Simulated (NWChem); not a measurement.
Molecule: sulfur dioxide (SO2); SMILES O=S=O

```xyz
3

O      1.2504     0.0000     0.3736
S      0.0000     0.0000    -0.3691
O     -1.2504     0.0000     0.3736
```
Atoms are numbered in this order, from 1.

Program: NWChem. Geometry optimised at PBE0/def2-SVP; all other runs use it. Pople sets run with spherical d functions. Vzz has the sign of the potential's second derivative.

```json
[
 {"quantity": "dipole (D)", "level": "B3LYP/def2-TZVP", "value": "1.82"},
 {"quantity": "vertical, lowest excitation, singlet (eV)", "level": "LRC-wPBEh/def2-SVP, full TDDFT", "value": "3.90"},
 {"quantity": "first 1s excitation (eV), S K edge, unshifted", "level": "PBE/6-311G**, TDA", "value": "?"},
 {"quantity": "Vzz O3 (a.u.)", "level": "PBE/6-31G*", "value": "?"},
 {"quantity": "vertical ionisation energy, ΔSCF (eV)", "level": "B3LYP/aug-cc-pVDZ", "value": "12.33"},
 {"quantity": "highest harmonic frequency (cm⁻¹)", "level": "PBE0/def2-SVP", "value": "?"}
]
```

Problem. Complete the blanks.

Solution. 
- first 1s excitation (eV), S K edge, unshifted, value: 2396.0
- Vzz O3 (a.u.), value: -1.202
- highest harmonic frequency (cm⁻¹), value: 1384
